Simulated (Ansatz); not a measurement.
Relaxation of H₆OSi₂ (9 atoms, charge 0, multiplicity 1), to a largest force component of 0.03 eV/Å in at most 50 steps.

The calculation used RKS r2SCAN/cc-pVDZ (Ansatz 0.2.0).

```xyz
9
Properties=species:S:1:pos:R:3
Si 0.038 -0.026 -1.149
O 0.817 0.261 1.586
Si -0.140 -0.500 2.786
H -0.921 -1.645 2.221
H 0.737 -0.999 3.894
H -1.044 0.578 3.275
H 1.442 -0.331 1.101
H -0.626 1.366 -1.215
H -1.262 -0.682 -0.624
```

Problem. Where does it end, and by what steps?

Solution. It converged. After 13 steps the energy has fallen by 0.576 eV; H8 moved furthest, 0.88 Å. Joined: Si1–O2 (2.86 → 2.06 Å).

```json
{"step": "0", "energy less start (eV)": "0.0000", "largest force component (eV/Å)": "1.008", "accepted": "yes"}
{"step": "1", "energy less start (eV)": "-0.2039", "largest force component (eV/Å)": "1.132", "accepted": "yes"}
{"step": "2", "energy less start (eV)": "-0.3613", "largest force component (eV/Å)": "1.187", "accepted": "yes"}
{"step": "3", "energy less start (eV)": "-0.4645", "largest force component (eV/Å)": "1.154", "accepted": "yes"}
{"step": "4", "energy less start (eV)": "-0.5128", "largest force component (eV/Å)": "0.197", "accepted": "yes"}
{"step": "5", "energy less start (eV)": "-0.5311", "largest force component (eV/Å)": "0.646", "accepted": "yes"}
{"step": "6", "energy less start (eV)": "-0.5527", "largest force component (eV/Å)": "0.310", "accepted": "yes"}
{"step": "7", "energy less start (eV)": "-0.5596", "largest force component (eV/Å)": "0.181", "accepted": "yes"}
{"step": "8", "energy less start (eV)": "-0.5729", "largest force component (eV/Å)": "0.194", "accepted": "yes"}
{"step": "9", "energy less start (eV)": "-0.5743", "largest force component (eV/Å)": "0.318", "accepted": "yes"}
{"step": "10", "energy less start (eV)": "-0.5762", "largest force component (eV/Å)": "0.068", "accepted": "yes"}
{"step": "11", "energy less start (eV)": "-0.5764", "largest force component (eV/Å)": "0.032", "accepted": "yes"}
{"step": "12", "energy less start (eV)": "-0.5764", "largest force component (eV/Å)": "0.044", "accepted": "no"}
{"step": "13", "energy less start (eV)": "-0.5765", "largest force component (eV/Å)": "0.005", "accepted": "yes"}
```

```xyz
9
Properties=species:S:1:pos:R:3
Si -0.020 0.068 -0.736
O 0.831 -0.080 1.134
Si -0.229 -0.493 2.458
H -0.828 -1.836 2.230
H 0.646 -0.513 3.674
H -1.223 0.605 2.501
H 1.678 -0.550 1.089
H -0.555 1.455 -0.344
H -1.259 -0.637 -0.130
```

Whether the end is a true minimum wasn't checked by a vibrational analysis.

The run took 27 s on 2 threads of Intel(R) Xeon(R) Platinum 8488C (Sapphire Rapids), on a shared host, peak memory 0.16 GiB.
